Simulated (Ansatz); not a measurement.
# CH5N (SMILES CN): one structure at several levels

One table from this session's results is given with a row withheld; the runs are named, their logs left out.

Computed with Ansatz 0.2.0, Gaussian basis. Level: single points in def2-TZVPP.

Cores are frozen in the correlated methods.

1 further run of the same task is left out (it didn't finish).

### The starting structure

SMILES `CN`, 7 atoms, charge 0, spin multiplicity 1.

Atoms are counted from 1 here; the program's logs count them from 0.

Bond lengths: C1–N2 1.439 Å, C1–H3 1.076 Å, C1–H4 1.154 Å, C1–H5 1.150 Å, N2–H6 1.010 Å, N2–H7 1.019 Å. Angles: N2–C1–H3 119.2°, N2–C1–H4 108.3°, N2–C1–H5 116.2°, H3–C1–H4 103.8°, H3–C1–H5 103.3°, H4–C1–H5 104.5°, C1–N2–H6 109.5°, C1–N2–H7 111.9°, H6–N2–H7 103.5°.

Coordinates:

| atom | x (Å) | y (Å) | z (Å) |
| --- | --- | --- | --- |
| C1 | -0.4708 | -0.1282 | -0.2713 |
| N2 | 0.7947 | 0.3974 | 0.1682 |
| H3 | -1.0366 | -0.7578 | 0.3928 |
| H4 | -0.2845 | -0.7971 | -1.1930 |
| H5 | -1.2451 | 0.6437 | -0.6267 |
| H6 | 1.4550 | -0.3590 | 0.2735 |
| H7 | 0.7364 | 0.7940 | 1.1046 |

Set-up of the first run:

Contents of run/in.yaml:

```yaml
crystal:
  periodic: [false, false, false]
  atoms:
    - {symbol: C, position_ang: [-0.470823, -0.128227, -0.271288]}
    - {symbol: N, position_ang: [0.794672, 0.397353, 0.168158]}
    - {symbol: H, position_ang: [-1.036623, -0.757753, 0.392767]}
    - {symbol: H, position_ang: [-0.284542, -0.797064, -1.193007]}
    - {symbol: H, position_ang: [-1.245063, 0.643668, -0.626684]}
    - {symbol: H, position_ang: [1.454967, -0.358962, 0.273539]}
    - {symbol: H, position_ang: [0.736411, 0.794046, 1.104641]}
basis:
  gaussian: {orbitals: def2-TZVPP}
hamiltonian: {xc: pbe, dispersion: d4}
output: {forces: true}
```

The run is started by

```
ansatz run in.yaml --threads 2 --pin off --events-out ev --progress --plain --max-ram 3481MiB
```

Steps of the session up to this table: PBE-D4/def2-TZVPP; r2SCAN-D4/def2-TZVPP; PBE0-D4/def2-TZVPP; wB97M-V/def2-TZVPP; CCSD(T)/def2-TZVPP.

One of the session's tables, all rows but one given; the rest of the session is left out.

```
   method  RMS force component (eV/Å)  angle to CCSD(T) forces (°)  dipole (D)
   PBE-D4                       0.815                         12.7        1.39
r2SCAN-D4                       0.868                          4.9        1.41
  PBE0-D4                       0.857                          8.4        1.43
  wB97M-V                           ?                            ?           ?
  CCSD(T)                       0.914                    reference        1.43
```

Estimate the missing values for wB97M-V.

As computed: RMS force component (eV/Å): 0.905; angle to CCSD(T) forces (°): 4.2; dipole (D): 1.44. In the column «RMS force component (eV/Å)» it lies between r2SCAN-D4 (0.868) and CCSD(T) (0.914).
